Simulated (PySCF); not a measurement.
**Electronic absorption of C6H10**

C₆H₁₀.
InChI=1S/C6H10/c1-5-4-6(5)2-3-6/h5H,2-4H2,1H3/t5-/m0/s1

Computed, not measured: TDDFT B3LYP/def2-SVPD, vertical, gas phase, core orbitals frozen in the response (PySCF 2.14.0, density-fitted response routines). Geometry: GFN2-xTB; no solvent, vibrations or thermal averaging.

```json
{"state": "S1", "λ (nm)": "173.3", "E (eV)": "7.15", "f": "0.0078", "main configurations (H = HOMO, L = LUMO)": "H→L (98%)"}
{"state": "S2", "λ (nm)": "165.8", "E (eV)": "7.48", "f": "0.023", "main configurations (H = HOMO, L = LUMO)": "H-1→L (96%)"}
{"state": "S3", "λ (nm)": "163.7", "E (eV)": "7.57", "f": "0.013", "main configurations (H = HOMO, L = LUMO)": "H→L+1 (91%)"}
{"state": "S4", "λ (nm)": "161.9", "E (eV)": "7.66", "f": "0.021", "main configurations (H = HOMO, L = LUMO)": "H-2→L (89%)"}
{"state": "S5", "λ (nm)": "160.7", "E (eV)": "7.71", "f": "0.022", "main configurations (H = HOMO, L = LUMO)": "H→L+2 (87%)"}
{"state": "S6", "λ (nm)": "158.3", "E (eV)": "7.83", "f": "0.011", "main configurations (H = HOMO, L = LUMO)": "H→L+3 (98%)"}
{"state": "S7", "λ (nm)": "157.8", "E (eV)": "7.86", "f": "0.0007", "main configurations (H = HOMO, L = LUMO)": "H-1→L+1 (90%)"}
{"state": "S8", "λ (nm)": "154.4", "E (eV)": "8.03", "f": "0.039", "main configurations (H = HOMO, L = LUMO)": "H-1→L+2 (80%)"}
```

Triplets (Tamm–Dancoff): T1 7.06 eV, H→L (95%); T2 7.37 eV, H→L+1 (48%), H-1→L (24%), H→L+2 (20%); T3 7.40 eV, H-1→L (66%), H→L+1 (27%).

The lowest singlet lies at 7.15 eV (173 nm, vacuum ultraviolet) and is weak; its leading configuration is HOMO→LUMO (98%). The strongest level in the table is S8 at 8.03 eV (154 nm, f = 0.039). It is the last of those listed, so stronger ones may follow. Löwdin shares by element: HOMO carbon 70% or more (atoms not listed hold the other 30%); LUMO carbon 43% or more (atoms not listed hold the other 57%). The listed states span 0.88 eV, and the widest gap between neighbours is 0.32 eV (S1 to S2). The oscillator strengths of these states sum to 0.138; summed over the whole spectrum of an exact calculation they would give the number of electrons, 46 (Thomas–Reiche–Kuhn). Weighted by f, the mean energy of these states is 7.72 eV. Singlets were solved by full linear response, triplets in the Tamm–Dancoff approximation.

Hardware: an Arm Neoverse V2 with one thread, shared host with 192 logical CPUs at a one-minute load of 96. Cost: 22 s, 0.79 GiB resident at most.
